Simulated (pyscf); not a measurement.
A first-order saddle from PySCF, ωB97X-D3(BJ)/def2-SVP:

```xyz
6

O      1.6520     1.2577    -0.5312
As     0.3801     0.7145    -1.3459
H      0.4764    -1.1933    -1.1744
O     -0.7621     0.0361     0.1580
H     -0.1235    -0.9232    -0.4247
H     -0.2718     0.2454     0.9708
```

Surface: singlet, charge 0. Lowest wavenumbers (cm⁻¹): 1582i, 240, 427, 522, 639.

Task: What reaction is this the transition state of?

Result: O=AsH (SMILES O=[AsH]) + H₂O (SMILES O) ⇌ O=As–OH (SMILES O=[As]O) + H₂ (SMILES [H][H]), a four-centre exchange read from left to right: As–H, H–O broken and As–O, H–H formed. At ωB97M-D3(BJ)/def2-TZVP it lies +79.6 kJ/mol from the left side and +158.9 kJ/mol from the right (each side as separated species at their lowest minima found). On the reactant side the descent ends in a bound adduct, 45.1 kJ/mol under the separated species and 121.5 kJ/mol under the saddle at ωB97X-D3(BJ)/def2-TZVP. At the saddle there is also a short As–H contact that neither side keeps. The same reactants have a lower exit, to HO–AsH–OH (barrier -8.8 kJ/mol at ωB97M-D3(BJ)/def2-TZVP, against +79.6 kJ/mol here). O=AsH lies 31.2 kJ/mol over its isomer HO–As: [triplet] (electronic energy, ωB97M-D3(BJ)/def2-TZVP). One saddle was located; it need not be the lowest between these sides. Elements up to Kr have no core potential and no relativistic terms here.
